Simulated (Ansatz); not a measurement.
Reaction (formal exchange of groups at a C–C bond): `NC(=O)C(O)O` + `CC` → `CCC(O)O` + `NC=O`

Calculated with Ansatz (gas phase, PBE0-D4/def2-TZVP geometries, no zero-point term in ΔE). CCSD(T)/CBS adds triple-zeta CCSD(T) − MP2 to the extrapolated MP2 energy (def2 sets, frozen cores). This one scheme is used for every species. Each species was taken in one conformer, which may not be the lowest.

`NC(=O)C(O)O`:

Z-matrix (Å, degrees):
```
C
O 1 1.378
C 1 1.540 2 108.1
O 1 1.400 2 112.0 3 -123.4
H 1 1.099 2 111.4 3 119.3
H 2 0.974 1 105.1 3 -8.4
O 3 1.217 1 119.9 2 14.8
N 3 1.341 1 115.0 2 -166.1
H 4 0.964 1 106.8 2 41.1
H 8 1.005 3 119.3 1 177.3
H 8 1.005 3 119.3 1 11.8
```

`CC`:

Z-matrix (Å, degrees):
```
C
C 1 1.519
H 1 1.093 2 111.4
H 1 1.093 2 111.4 3 120.0
H 1 1.093 2 111.4 3 -120.0
H 2 1.093 1 111.4 3 180.0
H 2 1.093 1 111.4 3 -60.0
H 2 1.093 1 111.4 3 60.0
```

`CCC(O)O`:

```xyz
13

C    -0.520    0.709    1.395
C    -0.537    0.511   -0.109
C     0.635   -0.305   -0.610
O     0.542   -0.347   -2.008
O     0.680   -1.596   -0.065
H    -1.389    1.281    1.724
H    -0.524   -0.249    1.919
H     0.375    1.253    1.711
H    -0.522    1.473   -0.628
H    -1.457    0.004   -0.426
H     1.582    0.153   -0.294
H     1.289   -0.860   -2.332
H    -0.155   -2.028   -0.277
```

`NC=O`:

Cartesian coordinates in Å:
```
N -0.118 0.615 0.294
C 0.118 -0.585 -0.280
O 1.207 -1.001 -0.589
H 0.655 1.228 0.490
H -1.050 0.906 0.528
H -0.812 -1.163 -0.443
```

```csv
level,ΔE (kcal/mol)
CCSD/def2-TZVPP,3.9
MP2/def2-QZVPP,3.6
```

Task: What does CCSD(T)/CBS give? (Best estimate.)

Result: Computed: +3.8 kcal/mol. The listed levels differ from it by 0.1, -0.2 kcal/mol.

Largest T1 diagnostic among the species: 0.016.
